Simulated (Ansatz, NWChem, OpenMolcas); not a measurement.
# Computed against measured: dipole moment

10 molecules holding an element from Na to Cl; the dipole moment in D, computed less measured. Shapes, held fixed at every level: PBE0-D4/def2-TZVP. No vibrational averaging. Dipoles are compared by magnitude; molecules under 1 D, whose direction can flip, are left out. Programs: Ansatz 0.2.0, NWChem 7.3.0, OpenMolcas 26.06. A level may come from different programs for different species; with the same settings they agree closely. Measured values: NIST CCCBDB.

Levels: A = HF/3-21G; B = PBE-D4/def2-TZVPP; C = r2SCAN-D4/def2-TZVPP; D = B3LYP-D4/def2-TZVPP.

```csv
molecule,measured,A,B,C,D
HCl (hydrogen chloride),1.08,+0.77,+0.09,+0.14,+0.11
HBS (hydrogen boron sulfide),1.30,+1.11,-0.10,+0.08,+0.07
SF2 (sulfur difluoride),1.05,+0.87,-0.15,-0.12,+0.07
PF3 (phosphorus trifluoride),1.03,+1.14,-0.19,-0.18,+0.02
CH2Cl2 (dichloromethane),1.60,+0.65,-0.04,+0.06,+0.03
CHCl2F (dichlorofluoromethane),1.29,+0.57,-0.13,-0.06,-0.04
SCl2O2 (sulfuryl chloride),1.81,-0.15,-0.18,-0.13,+0.05
SO2F2 (sulfuryl fluoride),1.12,-0.06,-0.01,+0.02,+0.01
CH4S (methanethiol),1.52,+0.47,+0.01,+0.08,0.00
C2H5Cl (chloroethane),2.05,+0.61,-0.07,+0.05,-0.01
```

Problem. Which level does best on this set, which worst, and which err to one side?

Solution. 
```csv
level,kind,mean error,mean absolute error,worst case
HF/3-21G,Hartree–Fock,+0.598,0.640,PF3
PBE-D4/def2-TZVPP,GGA,-0.077,0.097,PF3
r2SCAN-D4/def2-TZVPP,meta-GGA,-0.006,0.092,PF3
B3LYP-D4/def2-TZVPP,global hybrid,+0.031,0.041,HCl
```

On this set B3LYP-D4/def2-TZVPP has the smallest mean absolute error and HF/3-21G the largest. HF/3-21G is too high in 8 of 10; PBE-D4/def2-TZVPP is too low in 8 of 10; B3LYP-D4/def2-TZVPP is too high in 7 of 10. The tabulated value of HCl is in doubt (older tables, estimates, or at odds with other calculations) and kept here. Over the 9 molecules whose values aren't doubted the mean absolute errors are A 0.626; B 0.098; C 0.087; D 0.033. The set is small.
